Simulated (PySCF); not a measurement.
4-chloro-1,2-butadiene, C₄H₅Cl, SMILES C=C=CCCl, point group C1.

Level: KT2/cc-pVDZ in PySCF (density fitting, grid level 3); geometry and Hessian at that level, cubic constants and property derivatives from steps of ±0.6 along each species' dimensionless normal coordinates, second-order vibrational perturbation theory. The parent has the commonest isotopes.

Equilibrium geometry (Å):

```json
{"atom": "C1", "x": "2.0243", "y": "0.4349", "z": "-0.4363"}
{"atom": "C2", "x": "0.9275", "y": "0.0319", "z": "0.1574"}
{"atom": "C3", "x": "-0.1847", "y": "-0.3726", "z": "0.7322"}
{"atom": "C4", "x": "-1.5080", "y": "-0.2648", "z": "0.0627"}
{"atom": "Cl5", "x": "-2.6019", "y": "0.8639", "z": "0.9709"}
{"atom": "H6", "x": "2.3860", "y": "1.4551", "z": "-0.3090"}
{"atom": "H7", "x": "2.6046", "y": "-0.2397", "z": "-1.0656"}
{"atom": "H8", "x": "-0.1571", "y": "-0.7999", "z": "1.7362"}
{"atom": "H9", "x": "-2.0400", "y": "-1.2213", "z": "0.0499"}
{"atom": "H10", "x": "-1.4153", "y": "0.1310", "z": "-0.9516"}
```

Problem. Give the equilibrium and ground-state rotational constants (MHz) of parent; ²H at 9.

Solution. 
| species | Ae | Be | Ce | A0 | B0 | C0 | Δ0 (u Å²) | harmonic ZPE (cm⁻¹) |
| --- | --- | --- | --- | --- | --- | --- | --- | --- |
| parent | 14903 | 1612.4 | 1558.9 | 15108 | 1598.5 | 1547.6 | -23.041 | 16262 |
| ²H at 9 | 13625 | 1607.4 | 1541.5 | 13752 | 1595.2 | 1531 | -23.469 | 15545 |

Δ0 = Ic − Ia − Ib from the ground-state constants.

Problem. How is the parent's vibrational correction B0 − Be made up?

Solution. 
| axis | harmonic | Coriolis | cubic | total (MHz) |
| --- | --- | --- | --- | --- |
| a | 109 | -47.8 | 143 | 204 |
| b | 1.87 | -0.474 | -15.3 | -13.9 |
| c | 1.17 | -1.01 | -11.5 | -11.4 |

Problem. And its quartic centrifugal distortion constants from the harmonic force field?

Solution. Asymmetric top, A reduction, Ir representation: ΔJ = 0.873 kHz, ΔJK = -46.7 kHz, ΔK = 867 kHz, δJ = 0.164 kHz, δK = 13.3 kHz.

Problem. Which nuclear quadrupole couplings χaa, χbb, χcc (MHz) does the parent show, at equilibrium and averaged?

Solution. 35Cl at 5: -25.9, 3.3, 22.6 and -26.3, 3.9, 22.4.

A mode lies under 250 cm⁻¹, where this perturbation treatment is rough. Internal rotors are held in one well.
